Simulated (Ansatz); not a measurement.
# BH5N2: the cost of one run

Program: Ansatz 0.2.0. Level of theory: RKS PBE0/def2-SVP. These are calculated values, not measurements.

## (1) Starting point

Bond lengths: B1–N2 1.550 Å, N2–H3 1.060 Å, N2–H4 1.060 Å, B1–H5 1.190 Å, B1–N6 1.550 Å, N6–H7 1.060 Å, N6–H8 1.060 Å. Angles: B1–N2–H3 120.0°, B1–N2–H4 120.0°, H3–N2–H4 120.0°, N2–B1–H5 120.0°, N2–B1–N6 120.0°, H5–B1–N6 120.0°, B1–N6–H7 120.0°, B1–N6–H8 120.0°, H7–N6–H8 120.0°.

As a file:

```xyz
8

B     0.0000    0.0000    0.0000
N     0.0000    0.0000    1.5500
H    -0.8770   -0.2713    2.0800
H     0.8770    0.2713    2.0800
H     1.0305    0.0000   -0.5950
N    -1.3423    0.0000   -0.7750
H    -2.0112   -0.8164   -0.6764
H    -1.5914    0.8164   -1.4036
```

## (2) Preparing the start

input.yaml

```yaml
crystal:
  periodic: [false, false, false]
  atoms:
    - { symbol: B, position_ang: [0.0, 0.0, 0.0] }
    - { symbol: "N", position_ang: [0.0, 0.0, 1.55] }
    - { symbol: H, position_ang: [-0.877, -0.2713, 2.08] }
    - { symbol: H, position_ang: [0.877, 0.2713, 2.08] }
    - { symbol: H, position_ang: [1.0305, 0.0, -0.595] }
    - { symbol: "N", position_ang: [-1.3423, 0.0, -0.775] }
    - { symbol: H, position_ang: [-2.0112, -0.8164, -0.6764] }
    - { symbol: H, position_ang: [-1.5914, 0.8164, -1.4036] }
basis:
  gaussian: { orbitals: def2-SVP }
hamiltonian:
  xc: pbe0
relax:
  f_tol: 0.02
  max_steps: 40
output:
  orbitals: {}
```

On the command line:

```bash
> ansatz run input.yaml --threads 1 --pin off --max-ram 2048MiB --backend cpu --events-out ev --progress --plain --runs-dir out
```

**Question.** How long does this run take on 1 thread of AMD EPYC 7R43 (Zen 3), shared host, and how much memory does it need?

About 17 s, with a peak of 0.14 GiB.
